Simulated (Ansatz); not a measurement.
Geometry optimisation, UKS B3LYP/def2-SVP in Ansatz 0.2.0.

Input file:

```yaml
crystal:
  periodic: [false, false, false]
  atoms:
    - { symbol: C, position_ang: [0.66486, -0.2404, -0.11857] }
    - { symbol: Si, position_ang: [-0.34844, 1.25505, 0.22668] }
    - { symbol: O, position_ang: [-0.74202, 0.01078, -0.80421] }
    - { symbol: H, position_ang: [0.42561, -1.02543, 0.6961] }
total_charge: -1
magnetization:
  spin_polarized: true
basis:
  gaussian: { orbitals: def2-SVP }
hamiltonian:
  xc: b3lyp
relax:
  f_tol: 0.02
  max_steps: 50
output:
  orbitals: {}
```

Command:

```bash
$ ansatz run input.yaml --threads 1 --pin off --max-ram 2048MiB --backend cpu --events-out ev --progress --plain --runs-dir out
```

Task: Where does it end, and by what steps?

Result: The run converged. Limits of this set-up: an anion without diffuse functions, the dipole of an ion depends on the origin. After 46 steps the energy has fallen by 2.320 eV; H4 moved furthest, 1.16 Å. Parted: C1–H4, Si2–O3. Joined: Si2–H4.

```
step  energy less start (eV)  largest force component (eV/Å)  accepted
   0                  0.0000                           0.958       yes
   2                 -0.0459                           0.232       yes
   4                 -0.0560                           0.131       yes
   6                 -0.0597                           0.077       yes
   8                 -0.0606                           0.057       yes
  10                 -0.0609                           0.094       yes
  12                  0.0461                           2.256        no
  14                 -0.0725                           0.875       yes
  16                 -0.1206                           1.631       yes
  18                 -0.1986                           1.528       yes
  20                 -0.3408                           1.365       yes
  22                 -0.5881                           0.956       yes
  24                 -0.7451                           0.607       yes
  26                 -0.9823                           0.534       yes
  28                 -0.7147                           3.057        no
  30                 -1.0336                           0.927       yes
  32                 -1.0660                           0.162       yes
  34                 -1.0917                           0.511       yes
  36                 -1.3688                           2.953       yes
  38                 -1.7989                           1.166       yes
  40                 -2.1210                           0.512       yes
  42                 -2.2865                           0.689       yes
  44                 -2.3184                           0.073       yes
  46                 -2.3203                           0.007       yes
```

```xyz
4
Properties=species:S:1:pos:R:3
C -0.351 -0.089 -0.576
Si 0.279 1.025 0.665
O -0.822 -0.730 -1.461
H 0.894 -0.206 1.371
```

Time of the run: 3.4 min on 1 thread of Arm Neoverse N1, on a shared host, peak memory 0.13 GiB.
